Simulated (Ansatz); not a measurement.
# [O2]− (superoxide): UCCSD(T)/STO-3G

Aim: the energy change on altering one bond length of [O2]− (superoxide) at UCCSD(T)/STO-3G, from 2 runs. 

Program for the calculation: Ansatz 0.2.0.

17 further runs of the same task are left out: 13 that didn't finish, 4 set aside as unsound or not needed.

### 1 Starting point

[O2]−: 2 atoms, total charge -1, spin state doublet. As SMILES, `[O][O-]`. The shape is that of a GFN2-xTB optimisation.

Bond lengths: O1–O2 1.341 Å.

### 2 The energy at UCCSD(T)/STO-3G

The input, run.yaml:

```yaml
crystal:
  periodic: [false, false, false]
  atoms:
    - {symbol: O, position_ang: [0.000000, 0.000000, 0.000000]}
    - {symbol: O, position_ang: [0.000000, 0.000000, 1.341480]}
basis:
  gaussian:
    orbitals: STO-3G
total_charge: -1
magnetization:
  spin_polarized: true
  initial_magnetization: 1
correlation:
  method: ccsd_t
  frozen_orbitals: {O: 1}
accuracy: high
scf:
  omitted_lower_state_checks: [cluster_reference, increment]
```

The run is started by

```
ansatz run run.yaml --threads 1 --pin off --max-ram 2610MiB --events-out events.jsonl --progress --plain --runs-dir runs
```

Output (excerpt; [...] marks lines left out):

```text
Warning: RAYON_NUM_THREADS=1 ignored (pool sized by the plan → 1); use --threads N
Functional definition: HF
  name "HF"
[...]
149 factors; integrals over basis functions are off by at most 4.1e-8 eV
[...]
mean field -4010.47523935 eV, -147.3822466484 hartree, gradient 1.5e-8 eV, S^2 0.750990; 6 other end points of the search recorded, 0 dependent functions left out
2 core orbitals not correlated: weight in the atoms' cores, before any rotation towards them, 1.000 or more for the frozen orbitals, at most 0.000 for the correlated occupied ones
reference -4010.47523935 eV, -147.3822466484 hartree; 7, 6 occupied and 1, 2 virtual orbitals, 149 factors
second order -1.69783483 eV of doubles, -0.00000000 eV of singles
cycle   1  -1.93127584 eV  change   -4.6e-1 eV  update   5.3e-2
[...]
cycle  23  -2.18811735 eV  change  -4.8e-10 eV  update  1.2e-10
perturbative correction -0.02132271 eV, -0.0007835951 hartree
WARN: these amplitudes may be one of several solutions (largest doubles amplitude 0.15, level shift 4.33 eV)
Total energy: -4012.68467941 eV, -147.4634420731 hartree
Checks for a lower state left out: cluster_reference, increment
```

Wall time 0.4 s (1 thread of Arm Neoverse V1, shared host).

### 3 The distorted shape at the same level

The input, in.yaml:

```yaml
crystal:
  periodic: [false, false, false]
  atoms:
    - symbol: O
      position_ang: [0.000000, 0.000000, -0.335320]
    - symbol: O
      position_ang: [0.000000, 0.000000, 1.341480]
basis:
  gaussian:
    orbitals: STO-3G
total_charge: -1
magnetization:
  spin_polarized: true
  initial_magnetization: 1
correlation:
  method: ccsd_t
  frozen_orbitals: {O: 1}
accuracy: high
scf:
  omitted_lower_state_checks: [cluster_reference, increment]
```

The run is started by

```
ansatz run in.yaml --threads 1 --pin off --max-ram 2610MiB --events-out events.jsonl --progress --plain --runs-dir runs
```

Output (excerpt; [...] marks lines left out):

```text
Warning: RAYON_NUM_THREADS=1 ignored (pool sized by the plan → 1); use --threads N
Functional definition: HF
  name "HF"
[...]
149 factors; integrals over basis functions are off by at most 4.4e-8 eV
[...]
mean field -4008.98487312 eV, -147.3274766996 hartree, gradient 1.9e-8 eV, S^2 0.981369; 18 other end points of the search recorded, 0 dependent functions left out
2 core orbitals not correlated: weight in the atoms' cores, before any rotation towards them, 1.000 or more for the frozen orbitals, at most 0.000 for the correlated occupied ones
reference -4008.98487312 eV, -147.3274766996 hartree; 7, 6 occupied and 1, 2 virtual orbitals, 149 factors
second order -0.65324854 eV of doubles, -0.00000000 eV of singles
cycle   1  -0.89358741 eV  change   -2.4e-1 eV  update   7.2e-2
[...]
cycle  32  -2.16159575 eV  change   7.3e-10 eV  update  2.5e-10
perturbative correction -0.01916481 eV, -0.0007042939 hartree
Total energy: -4011.16563368 eV, -147.4076181721 hartree
Checks for a lower state left out: cluster_reference, increment
```

It took 0.24 s on 1 thread of Arm Neoverse V1, shared host.

### 4 Summary of results

At UCCSD(T)/STO-3G, 2 core orbitals frozen:

```
                                                         quantity          value
                                        first shape: total energy  -147.46344 Eh
         first shape: correlation energy (2 core orbitals frozen)      -81.2 mEh
                                      first shape: (T) correction      -0.78 mEh
                   first shape: ⟨S²⟩ of the reference determinant          0.751
                                       first shape: T1 diagnostic          0.016
                                    distorted shape: total energy  -147.40762 Eh
     distorted shape: correlation energy (2 core orbitals frozen)      -80.1 mEh
                                  distorted shape: (T) correction      -0.70 mEh
               distorted shape: ⟨S²⟩ of the reference determinant          0.981
                                   distorted shape: T1 diagnostic          0.125
energy change with the O1–O2 bond stretched from 1.341 to 1.677 Å       1.519 eV
```

What this shows: With the O1–O2 bond stretched from 1.341 to 1.677 Å the energy rises by 1.52 eV (147 kJ/mol). The first shape isn't relaxed at this level, so the change isn't measured from a minimum. The minimal basis adds a large error of its own. The triples (first shape) make up 1.0 % of the correlation energy. ⟨S²⟩ (distorted shape) is 0.98 where a pure doublet has 0.75: the reference is spin-contaminated. The T1 diagnostic (distorted shape) of 0.125 is above the customary mark for such species, so a single reference may not serve. The triples (distorted shape) make up 0.9 % of the correlation energy.
